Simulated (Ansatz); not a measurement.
One change: `CC(N)=O` becomes `CNC(C)=O`.

Ansatz, PBE0-D4/def2-TZVP geometries, multiplicity 1. Each molecule was computed in one conformer, which needn't be the lowest.

| property | `CC(N)=O` |
| --- | --- |
| HOMO–LUMO gap (PBE0/def2-TZVPP) / eV | 8.12 |
| HOMO energy (PBE/def2-TZVPP) / eV | -5.65 |
| HOMO energy (ωB97M-V/def2-TZVPP) / eV | -9.76 |
| size of the dipole moment (B3LYP/def2-TZVPP) / D | 3.87 |
| LUMO energy (B3LYP/def2-TZVPP) / eV | 0.44 |
| HOMO–LUMO gap (PBE/def2-TZVPP) / eV | 5.36 |

(1) Give the same properties after the change, and the shifts. (Estimate.)

Answers

(1) Computed: 
| property | `CNC(C)=O` | shift |
| --- | --- | --- |
| HOMO–LUMO gap (PBE0/def2-TZVPP) / eV | 8.10 | -0.02 |
| HOMO energy (PBE/def2-TZVPP) / eV | -5.60 | 0.05 |
| HOMO energy (ωB97M-V/def2-TZVPP) / eV | -9.63 | 0.13 |
| size of the dipole moment (B3LYP/def2-TZVPP) / D | 3.79 | -0.08 |
| LUMO energy (B3LYP/def2-TZVPP) / eV | 0.50 | 0.06 |
| HOMO–LUMO gap (PBE/def2-TZVPP) / eV | 5.43 | 0.07 |

Dipoles are sizes alone; their direction can turn.

B3LYP here is the variant with VWN-RPA as its local correlation; programs differ in this.
